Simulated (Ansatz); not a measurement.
Barrier CH4 (SMILES C) + HN via CH5N, on the benchmark's geometries as Psi4's copy gives them; open shells unrestricted, no zero-point energy, no spin–orbit coupling.
Transition structure (charge 0, multiplicity 3):
```xyz
7

C     -1.200    -0.011     0.000
N      1.401     0.130     0.000
H     -1.427    -0.513     0.933
H     -1.420    -0.591    -0.888
H     -1.520     1.023    -0.046
H      0.189     0.127     0.001
H      1.570    -0.888     0.000
```

Programs: Ansatz (a first-principles code). Each number belongs to the level named beside it.

The barrier height (kcal/mol) and the share of exact exchange:

```
functional          exact exchange (%)  value
------------------  ------------------  -----
PBE/def2-TZVPPD                      0  10.71
PBE0/def2-TZVPPD                    25  16.63
BLYP/def2-TZVPPD                     0  13.41
B3LYP/def2-TZVPPD                   20  17.25
BHLYP/def2-TZVPPD                   50  23.42
r2SCAN/def2-TZVPPD                   0  13.31
```

Question: Take the value as linear in the share of exact exchange along PBE and PBE0. Give the slope, say whether the sign turns, and set the other functionals against that line.

Answer: 
Slope: (16.63 − (10.71))/2.5 = 2.37 kcal/mol for each 10 %. The line keeps its sign from 0 to 100 %. At 50 % it gives 22.6 kcal/mol. The LYP pair gives (23.42 − (13.41))/5 = 2.00 for each 10 %. BHLYP, at 50 %, lies 0.9 from the PBE line. B3LYP, at 20 %, lies 1.8 from the PBE line. r2SCAN, with none, stands 2.6 from PBE.
